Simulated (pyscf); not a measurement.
**Four-centre exchange: H₃C–O–SiH₃ (SMILES CO[SiH3]) + H₂O (SMILES O) → H₃C–OH (SMILES CO) + HO–SiH₃ (SMILES O[SiH3])**

Gas phase, singlet surface, charge 0. Bonds broken: C1–O2, O10–H11. Bonds formed: C1–O10, O2–H11. Optimised with ωB97X-D3(BJ)/def2-SVP in PySCF.

Transition state (Å):

```xyz
12

C     -2.2694     0.2168     0.2971
O     -0.2938    -0.4396     0.4711
Si     0.8060     0.0511    -0.6368
H     -2.9957     0.9238     0.7032
H     -2.5595    -0.8289     0.3827
H     -1.8690     0.5152    -0.6736
H      1.6993    -1.0554    -1.0967
H      0.0889     0.5788    -1.8553
H      1.6831     1.1699    -0.1505
O     -1.5497     0.4947     2.1951
H     -0.7587     0.0169     1.7231
H     -1.2676     1.4195     2.2460
```

One imaginary mode, 746i cm⁻¹; descent along it reached the two sides named, in the forms told below.

```
bond     change  reactant side (Å)  saddle  product side
-------  ------  -----------------  ------  ------------
C1–O2    breaks              1.418   2.089           3.5
O10–H11  breaks              0.971   1.038         1.857
C1–O10    forms                3.2   2.049         1.416
O2–H11    forms              1.938   1.411         0.972
```

Electronic energies relative to the separated reactants (kcal/mol):

| level | barrier | reaction energy | reverse barrier |
|---|---|---|---|
| ωB97X-D3(BJ)/def2-TZVP | 73.6 | +0.8 | 72.7 |
| PBE/def2-TZVP | 60.4 | -0.3 | 60.7 |
| r²SCAN/def2-TZVP | 64.3 | +0.1 | 64.2 |
| B3LYP-D3(BJ)/def2-TZVP | 66.5 | +0.6 | 65.9 |
| PBE0-D3(BJ)/def2-TZVP | 69.8 | +0.3 | 69.6 |
| M06-2X/def2-TZVP | 75.8 | +0.4 | 75.3 |
| ωB97M-D3(BJ)/def2-TZVP | 71.0 | +0.3 | 70.7 |
| HF/def2-TZVP | 93.3 | -0.5 | 93.8 |

With ωB97M-D3(BJ)/def2-TZVP energies and thermal terms (ideal gas, 1 atm, RRHO with modes under 100 cm⁻¹ raised to 100, one conformer, R ln 2 for chiral ones without a mode under 150 cm⁻¹), in kcal/mol:

```
T (K)   ΔH‡    ΔG‡    ΔH    ΔG
-----  ----  -----  ----  ----
298    70.1   80.6  +0.5  -0.1
600    70.4   91.1  +0.3  -0.7
900    71.1  101.4  +0.2  -1.1
1200   71.8  111.3  +0.2  -1.6
```

On the reactant side the descent ends in a complex (not fully relaxed), 5.2 kcal/mol under the separated species and 78.7 kcal/mol under the saddle at ωB97X-D3(BJ)/def2-TZVP. On the product side the descent ends in a complex (not fully relaxed), 7.4 kcal/mol under the separated species and 80.2 kcal/mol under the saddle at ωB97X-D3(BJ)/def2-TZVP. H₃C–O–SiH₃ lies 23.7 kcal/mol over its isomer H₃C–SiH₂–OH (electronic energy, ωB97M-D3(BJ)/def2-TZVP). One saddle was located; it need not be the lowest between these sides.
